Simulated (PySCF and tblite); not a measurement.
C7H8O, numbered as in [CH3:1][O:2][c:3]1[cH:4][cH:5][cH:6][cH:7][cH:8]1.

Conformers came from 60 starts (ETKDG and KDG, MMFF94s, GFN2-xTB); geometries are GFN2-xTB. Free energies are PBE0-D3(BJ)/pcSseg-1 (IEF-PCM, chloroform) single points with GFN2-xTB rigid-rotor and vibrational terms (modes under about 100 cm⁻¹ blended into free rotors). Symmetry numbers and mirror images are counted. Conformers within 3 kcal/mol (GFN2-xTB free energy) were kept, 4 at most. GIAO shieldings: PBE0/pcSseg-1 (IEF-PCM, chloroform). Shifts are against TMS (¹H), TMS (¹³C) at the same level. Programs: PySCF with density fitting and tblite.

Torsions listed: C1–O2–C3–C4.

| conformer | shape | weight % | dipole D |
| --- | --- | --- | --- |
| 1 | 0° | 100.0 | 1.72 |

How do the computed shifts compare with measured ones?


```
nucleus  signal  leading conformer  average  measured  medium
     ¹H      H1               4.04     4.04      3.76    CCl4
     ¹H   H4/H8               7.18     7.18     6.772    CCl4
     ¹H   H4/H8               7.18     7.18      6.78    CCl4
     ¹H   H5/H7               7.73     7.73     7.149    CCl4
     ¹H   H5/H7               7.73     7.73      7.17    CCl4
     ¹H      H6               7.30     7.30     6.817    CCl4
     ¹H      H6               7.30     7.30      6.83    CCl4
    ¹³C      C1               56.6     56.6      54.3    CCl4
    ¹³C      C3              167.7    167.7     159.2    CCl4
    ¹³C   C4/C8              118.8    118.8     113.4    CCl4
    ¹³C   C5/C7              135.9    135.9     128.9    CCl4
    ¹³C      C6              125.9    125.9     120.2    CCl4
```

Measured values: Pretsch, Buehlmann, Badertscher, Structure Determination of Organic Compounds, 4th ed. (2009); Shapiro, Mohrmann, J. Phys. Chem. Ref. Data 1977, 6, 919; Stadelmann, Balmer, Riniker, Ebert, PCCP 2022; The use of chemical shift calculations in the conformational analysis of substituted benzenes, New J. Chem. 2019 (ESI). Mean difference for ¹H: 0.45 ppm, scatter 0.10 ppm. Mean difference for ¹³C: 5.78 ppm, scatter 2.06 ppm. The computed shifts are unscaled and lack vibrational corrections.
